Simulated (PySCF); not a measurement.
## Reproducing measurements on thio-thionyl fluoride

**What was measured.**

NIST CCCBDB Release 22 (SRD 101), experimental dipoles lists, for the gas: dipole moment (microwave Stark effect) 1.03 D.

The results are set against them at the end.

Compound: thio-thionyl fluoride, S₂F₂.
SMILES with atom numbers: `[F:1][S:2]([F:3])=[S:4]`

Cartesian coordinates in Å at the PBE0-D3(BJ)/def2-SVP level; atoms count from 1:
```
atom  x, y, z in Å
F1     1.4087   -0.1445   -0.4674
S2     0.1285    0.0021    0.5342
F3    -0.3449    1.3855   -0.1910
S4    -1.1090   -1.3335    0.0936
```

The PySCF runs (gas phase, on this PBE0-D3(BJ)/def2-SVP geometry; no spin–orbit coupling):

| level | job | basis functions | wall time |
| --- | --- | --- | --- |
| PBE0-D3(BJ)/def2-SVP, grid level 1 | geometry optimisation from an MMFF94s start shaken at random | 64 | 5.3 s |
| KT2/pcSseg-2 | shieldings | 158 | 7.6 s |
| PBE0/pcSseg-1 | shieldings, charges and field gradients | 82 | 2.5 s |

Hardware: AMD EPYC 9R14, one thread (shared host).

## Comparison

**Dipole moment.** Measured: 1.03 D (NIST CCCBDB Release 22 (SRD 101), experimental dipoles).

```json
{"level": "PBE0-D3(BJ)/def2-SVP", "computed (D)": "1.31", "computed − measured (D)": "+0.28", "% (from the printed values)": "+27"}
{"level": "KT2/pcSseg-2", "computed (D)": "1.14", "computed − measured (D)": "+0.11", "% (from the printed values)": "+11"}
{"level": "PBE0/pcSseg-1", "computed (D)": "1.33", "computed − measured (D)": "+0.30", "% (from the printed values)": "+29"}
```

Closest is KT2/pcSseg-2 (+0.11 D), furthest PBE0/pcSseg-1 (+0.30 D); one molecule doesn't rank methods. All 3 levels lie above the measurement. The computed dipoles belong to one fixed geometry; measured ones are averaged over vibrations unless marked μe. Magnitudes are compared, not signs.

The geometry is computed, not the measured one. Where a level misses, the cause wasn't examined.
